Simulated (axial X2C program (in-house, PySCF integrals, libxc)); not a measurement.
## Spin–orbit effects along a row: molecules with C (ions), PBE0

Calculated with an axial X2C code built on PySCF integrals, spin-free (one-electron X2C) or two-component (2c: spin–orbit coupling with atomic mean-field Coulomb and Gaunt terms, which also bring small scalar terms), in Dyall basis sets with cores contracted in-house; open shells are unrestricted.

Basis sets: B dyall-av3z, C dyall-av3z, F dyall-av3z, Li dyall-av3z, N dyall-av3z, O dyall-av3z.

| molecule | spin-free state | Re (Å) | ωe (cm⁻¹) | De (eV) | 2c state | Re 2c (Å) | ωe 2c (cm⁻¹) | De 2c (eV) |
| --- | --- | --- | --- | --- | --- | --- | --- | --- |
| LiC⁻ | M_S = 1, Λ = 0 | 1.986 | 543.0 | 1.87 | Ω = 1 | 1.986 | 542.9 | 1.87 |
| BC⁻ | M_S = 1, Λ = 1 | 1.426 | 1355.3 | 5.17 | Ω = 2 | 1.426 | 1355.3 | 5.18 |
| CN⁻ | ? | ? | ? | ? | ? | ? | ? | ? |
| CO⁻ | M_S = 1/2, Λ = 1 | 1.144 | 1897.9 | n/a | Ω = 1/2 | 1.144 | 1897.1 | n/a |
| CF⁻ | M_S = 1, Λ = 0 | 1.408 | 846.6 | 3.16 | Ω = 1 | 1.408 | 846.6 | 3.16 |

Question: Estimate the 2c Re and ωe of CN⁻ as the mean of its neighbours in the table.

Answer: Re ≈ 1.285 Å, ωe ≈ 1626.2 cm⁻¹. The PBE0 runs give the row below, so the estimate misses by 0.114 Å and -522.2 cm⁻¹.

```tsv
molecule	spin-free state	Re (Å)	ωe (cm⁻¹)	De (eV)	2c state	Re 2c (Å)	ωe 2c (cm⁻¹)	De 2c (eV)
CN⁻	M_S = 0, Λ = 0	1.171	2148.4	10.20	Ω = 0	1.171	2148.4	10.21
```

Fragments in 2c: C- + Li, C- + B, N + C-, O + C-, F- + C. Each entry is the lowest single determinant of a limited PBE0 search at one distance. De goes to single-determinant-based atoms at the same level (for ions the charge split of lowest energy) and is withheld (n/a) where an atom does not fit its ground term or J level. Main or longest-lived isotopes. One determinant is a doubtful description, or other states lie close, for LiC⁻, BC⁻, CO⁻, CF⁻; these need not be ground states, and all values refer to the states named. Some open-shell Ω = 0 determinants are out of reach, so the Ω given for LiC⁻, BC⁻, CF⁻ need not be the lowest component. With several unpaired electrons the Ω given is that of one determinant, not necessarily of the lowest component. Some light 2c atoms are not at their ground J level, so De misses part of their lowering (0.04 eV or less). The functionals have no current term, which raises determinants with orbital currents.
